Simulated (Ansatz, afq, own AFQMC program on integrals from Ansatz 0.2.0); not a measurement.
Integrals from Ansatz 0.2.0, then the random walk in our own AFQMC program (afq).

```yaml
crystal:
  periodic: [false, false, false]
  atoms:
    - {symbol: B, position_ang: [0.000000, 0.000000, 0.000000]}
    - {symbol: O, position_ang: [0.000000, 0.000000, 1.403204]}
basis:
  gaussian: {orbitals: cc-pVQZ}
total_charge: 1
magnetization: {spin_polarized: true, initial_magnetization: 2}
correlation: {method: ccsd_t, electrons: outside_noble_gas, hamiltonian_folder: ham}
```

```sh
$ ansatz run in.yaml --threads 1 --pin off --events-out ev --progress --plain --max-ram 24576MiB --backend cuda --devices 0, --max-vram 18GiB
```

afq runs on the folder ham with

```
--method phaseless --trial hf --walkers 400 --populations 10 --least-time 40 --time-step 0.005 --steps-per-block 20 --equilibration-blocks 112 --max-blocks 4000 --target-error 0.0008500 --factor-cut 1e-05 --start spin_pure --seed 3514 --taylor-order 6
```

Times are imaginary, in 1/Eh. The walk had a cap of 91 s. With eight or more populations the least sampling time is a fifth of least-time, and the error comes from their spread.

Output of the walk:

```
orbitals 108  electrons 5 3  factors 687 of 687
reference energy -99.12805453 Eh
CCSD correlation -0.25443159 Eh in 13 cycles, weight of the determinant in the CISD state 0.9187
energy of the start -99.128287 Eh
 block  time / (1/Eh)  mean weight  energy / Eh
     1     0.100  1.0002  -99.233533
     2     0.200  1.0025  -99.283654
     3     0.300  1.0019  -99.307023
     4     0.400  1.0014  -99.322589
     5     0.500  1.0021  -99.333657
     7     0.700  0.9991  -99.362561
     9     0.900  1.0016  -99.373330
    35     3.500  1.0009  -99.392553
   103    10.300  0.9975  -99.397841
   171    17.100  1.0007  -99.395865
   239    23.900  1.0009  -99.377952
   307    30.700  0.9997  -99.401725
   375    37.500  1.0002  -99.402098
   443    44.300  1.0018  -99.380622
   511    51.100  0.9993  -99.392357
   579    57.900  1.0009  -99.407546
   647    64.700  0.9991  -99.382872
   715    71.500  1.0008  -99.425692
   783    78.300  0.9995  -99.403549
   851    85.100  0.9999  -99.387610
   919    91.900  0.9947  -99.404431
   987    98.700  0.9984  -99.399985
  1055   105.500  1.0001  -99.380958
  1123   112.300  1.0008  -99.392187
  1191   119.100  1.0007  -99.378879
  1259   125.900  0.9984  -99.397254
  1293   129.300  0.9995  -99.372035
  1327   132.700  0.9994  -99.408804
  1361   136.100  0.9983  -99.389017
error from the spread of 10 populations
energy -99.392543 +/- 0.001537 Eh
(rows thinned)
```

The run passed its tests (sampling time, drift between the halves within three errors, error under three times the target), which doesn't prove that it has relaxed, ending at its cap on processor time.

Against this walk (error 41.8 meV) on the same determinant: CCSD(T) 27.5 meV lower (within the noise), a separate phaseless walk with a CISD trial and standard settings 35.4 ± 42.3 meV lower (within the noise). The error is statistical and leaves out the bias of the constraint. None of these is a sure reference here.

Cautions: constraint bias not in the error; error above the target (41.8 against 23.1 meV); lower spins were not checked.

The walk took 91 s on 1 × NVIDIA H100 80GB HBM3 with 2 threads of AMD EPYC 7R13 Processor (Zen 3) (shared host) (the card was shared). The log's last line is the phaseless energy.

A walk keeps the symmetry of its determinant, which the program's search chose and which needn't be the lowest solution, so a lower state of the same spin and another symmetry isn't excluded.
